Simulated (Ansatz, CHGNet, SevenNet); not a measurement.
## Ladder of methods for the elastic constant C33 of hcp Sc

Reference value: 107 GPa (measured, temperature not stated, no zero-point or thermal correction; as tabulated in Mehl and Papaconstantopoulos (1996), arXiv:mtrl-th/9602003).

| level (code) | value (GPa) | cell (Å³/atom) |
|---|---|---|
| CHGNet-r²SCAN (CHGNet) | ___ | 25.21 |
| SevenNet-0 (SevenNet) | ___ | 24.64 |
| SevenNet-l3i5 (SevenNet) | 104 | 24.72 |
| LDA (Ansatz) | 112 | 22.53 |
| PBE (Ansatz) | 103 | 24.65 |
| PBEsol (Ansatz) | 105 | 23.65 |
| r²SCAN (Ansatz) | 94.3 | 24.92 |
| HSE06 (Ansatz) | 94.1 | 25.25 |

**Question.** Complete the blanks.

**Answer.** 
- CHGNet-r²SCAN (CHGNet), value (GPa): 84.3
- SevenNet-0 (SevenNet), value (GPa): 60.2

Differences against the reference: CHGNet-r²SCAN -21 %, SevenNet-0 -44 %, SevenNet-l3i5 -2.8 %, LDA +4.7 %, PBE -3.7 %, PBEsol -1.9 %, r²SCAN -11.9 %, HSE06 -12.1 %.

The reference's temperature isn't stated, so close values are not ranked against it. Off by more than 25 % (a bound picked here): SevenNet-0 (-44 %).

The reference has no zero-point or thermal correction, while the calculations are for a static lattice, so the differences are not the levels' errors alone. A static lattice is as a rule stiffer than a warm one, by over a tenth in soft solids.  HSE06: hybrids on metals are sensitive to the k mesh. Each level is taken at its own relaxed cell. Cutoffs and k meshes differ between the levels. Ansatz's density-functional and Hartree–Fock values are scalar-relativistic unless marked +SOC, with PAW data made under PBE.

Machine-learned potentials (CHGNet-r²SCAN, SevenNet-0, SevenNet-l3i5) are trained on DFT data, which may include these solids.

Differences are worked out from the printed values.

Ansatz is a first-principles code.
